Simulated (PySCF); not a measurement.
# PBE/STO-3G run of CH4Si (SMILES C[SiH])

What is the vertical singlet–triplet gap of CH4Si at PBE/STO-3G? 

The results are computed with PySCF 2.14.0.

5 further runs of the same task are left out: 5 set aside as unsound or not needed.

## (1) The molecule

CH4Si has 6 atoms, charge 0, and is taken as a singlet. As SMILES, `C[SiH]`. The coordinates come from a PBE0-D4/def2-TZVP relaxation.

Bond lengths: C1–Si2 1.892 Å, C1–H3 1.098 Å, C1–H4 1.091 Å, C1–H5 1.098 Å, Si2–H6 1.531 Å. Angles: C1–Si2–H6 94.2°, Si2–C1–H3 109.7°, Si2–C1–H4 113.8°, Si2–C1–H5 109.5°, H3–C1–H4 109.0°, H3–C1–H5 105.5°, H4–C1–H5 109.0°.

## (2) A single-point energy at PBE/STO-3G

The input, start.xyz:

```xyz
6

C     -0.093500    -0.366000    -0.370300
Si     0.917300     0.209800     1.122300
H     -1.156900    -0.410100    -0.102200
H      0.215000    -1.335600    -0.763000
H     -0.024000     0.382000    -1.170800
H      0.142200     1.520000     1.284000
```

The input, calc.py:

```python
from pyscf import gto, dft

molecule = gto.M(
    atom='start.xyz',
    basis='sto-3g',
    spin=0,
    verbose=3,
    max_memory=1860,
)

ks = dft.RKS(molecule)
ks.xc = 'pbe'
ks.conv_tol = 1e-10
ks.grids.level = 5
ks.kernel()
if not ks.converged:
    ks = ks.newton().run(ks.mo_coeff, ks.mo_occ)

e_final = ks.e_tot
print(f'total energy: {e_final:.8f} hartree')
```

Launch:

```sh
$ OMP_NUM_THREADS=1 python calc.py
```

What it wrote:

```text
converged SCF energy = -325.861363091417
total energy: -325.86136309 hartree
```

Wall time 2.6 s (1 thread of Arm Neoverse V1, shared host); peak memory 0.19 GiB.

## (3) The triplet

The input, run.py:

```python
from pyscf import gto, dft

system = gto.Mole()
system.atom = '''
C       -0.093500      -0.366000      -0.370300
Si       0.917300       0.209800       1.122300
H       -1.156900      -0.410100      -0.102200
H        0.215000      -1.335600      -0.763000
H       -0.024000       0.382000      -1.170800
H        0.142200       1.520000       1.284000
'''
system.spin = 2
system.verbose = 3
system.max_memory = 1860
system.basis = 'sto-3g'
system.build()

mf = dft.UKS(system)
mf.xc = 'pbe'
mf.grids.level = 5
mf.conv_tol = 1e-10
mf.kernel()
if not mf.converged:
    mf = mf.newton().run(mf.mo_coeff, mf.mo_occ)

etot = mf.e_tot
print('E = %.10f Eh' % etot)
```

Launch:

```sh
$ OMP_NUM_THREADS=1 python run.py
```

What it wrote:

```text
WARN: HOMO -0.0477694862347319 >= LUMO -0.182022648107483

WARN: HOMO -0.00114975996761602 >= LUMO -0.0373423661661454

WARN: HOMO 0.00368274278667891 >= LUMO -0.0396261228829361

WARN: HOMO -0.00097657952613478 >= LUMO -0.0421119092248193

WARN: HOMO -0.000681766700094066 >= LUMO -0.0412278295112557

WARN: HOMO -0.000512645945772272 >= LUMO -0.0410606344938511

WARN: HOMO -0.000646655311165145 >= LUMO -0.0411382605330433

WARN: HOMO -0.000644234305919367 >= LUMO -0.0411407122862998

WARN: HOMO -0.000643543966790672 >= LUMO -0.0411404955449438

WARN: HOMO -0.000643668014737475 >= LUMO -0.0411405299309129

converged SCF energy = -325.797008642058  <S^2> = 2.001202  2S+1 = 3.0008012
E = -325.7970086421 Eh
```

Wall time 4.2 s (1 thread of Arm Neoverse V1, shared host); peak memory 0.2 GiB.

## (4) What came out

Level: PBE/STO-3G.

| quantity | value |
| --- | --- |
| singlet: total energy | -325.86136 Eh |
| singlet: dipole moment | 0.17 D |
| singlet: HOMO energy | -1.98 eV |
| singlet: LUMO energy | 0.42 eV |
| singlet: HOMO–LUMO gap | 2.39 eV |
| triplet: total energy | -325.79701 Eh |
| triplet: dipole moment | 1.02 D |
| triplet: HOMO energy (highest over α and β) | -0.02 eV |
| triplet: ⟨S²⟩ | 2.001 |
| vertical energy of the triplet above the singlet | 1.751 eV |

What this shows: At this shape the triplet lies 1.75 eV (40 kcal/mol) above the singlet. In a minimal basis such a difference can be off by several eV, whatever the method. Mulliken charges (singlet) run from -0.43 on C1 to +0.40 on Si2; they depend strongly on the basis. Mulliken charges (triplet) run from -0.38 on C1 to +0.30 on Si2.
